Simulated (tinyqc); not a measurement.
Worked calculation: extended Hueckel theory, for LiH. One step of it, computed by the program tinyqc.

Problem. Wolfsberg-Helmholz matrix. H_ij = K' S_ij (H_ii + H_jj)/2 for i != j (the diagonal keeps H_ii), with K' = 1.75.

overlap S:
```
           1Li 2s   1Li 2px   1Li 2py   1Li 2pz     2H 1s
1Li 2s   1.000000  0.000000  0.000000  0.000000  0.385396
1Li 2px  0.000000  1.000000  0.000000  0.000000  0.000000
1Li 2py  0.000000  0.000000  1.000000  0.000000  0.000000
1Li 2pz  0.000000  0.000000  0.000000  1.000000  0.493184
2H 1s    0.385396  0.000000  0.000000  0.493184  1.000000
```

diagonal H_ii (eV): 1Li 2s -5.400000, 1Li 2px -3.500000, 1Li 2py -3.500000, 1Li 2pz -3.500000, 2H 1s -13.600000

K = 1.750000

Give: H.

Solution.

H (eV):
```
          1Li 2s  1Li 2px  1Li 2py  1Li 2pz     2H 1s
1Li 2s   -5.4000   0.0000   0.0000   0.0000   -6.4072
1Li 2px   0.0000  -3.5000   0.0000   0.0000    0.0000
1Li 2py   0.0000   0.0000  -3.5000   0.0000    0.0000
1Li 2pz   0.0000   0.0000   0.0000  -3.5000   -7.3793
2H 1s    -6.4072   0.0000   0.0000  -7.3793  -13.6000
```
